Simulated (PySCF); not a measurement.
All values below come from PySCF with PBE0-D3(BJ)/def2-TZVP. All species are isolated molecules in the gas phase. 

Reference species (SMILES): `[SiH]=C` (neutral, multiplicity 2).

```json
{
 "dipole_moment": "0.63 D"
}
```

Changed species: `[CH2]C` (radical fragment; the reference has radical fragment).

Question: What does the change do to the dipole moment?

Answer: the dipole moment drops by 0.32 D, to 0.31 D.
